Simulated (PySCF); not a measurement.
# CS: calculation against experiment

**Experimental background.**

NIST CCCBDB Release 22 (SRD 101), experimental dipoles lists, for the gas: dipole moment (microwave Stark effect, vibrational ground state) 1.958 ± 0.005 D.

From Liu, Meijer, Perez-Rios, Phys. Chem. Chem. Phys. 22 (2020) 24191, for the gas: dipole moment 1.958 D.

The runs below try to reproduce these values; the comparison stands at the end.

Species: CS.
SMILES with atom numbers: `[C-:1]#[S+:2]`

Cartesian coordinates in Å at the BHandHLYP/def2-TZVP level; atoms count from 1:
```xyz
2
CS angstrom
C      0.7567   -0.0495    0.0327
S     -0.7539    0.0507   -0.0469
```

The PySCF runs (gas phase, on this BHandHLYP/def2-TZVP geometry; no spin–orbit coupling):

```tsv
level	job	basis functions	wall time
BHandHLYP/def2-TZVP, grid level 1	geometry optimisation from a GFN2-xTB start	68	0.86 s
```

Hardware: one thread, AMD EPYC 9R45 (x86_64), shared host.

Results beside the measurements:

**Dipole moment.** Measured: 1.958 D (NIST CCCBDB Release 22 (SRD 101), experimental dipoles) and 1.958 D (Liu, Meijer, Perez-Rios, Phys. Chem. Chem. Phys. 22 (2020) 24191). Differences are taken against the first.

```
              level  computed (D)  computed − measured (D)  % (from the printed values)
BHandHLYP/def2-TZVP         1.914                   -0.044                           -2
```

The computed dipoles belong to one fixed geometry; measured ones are averaged over vibrations unless marked μe. Magnitudes are compared, not signs.

The geometry is computed, not the measured one. Where a level misses, the cause wasn't examined.
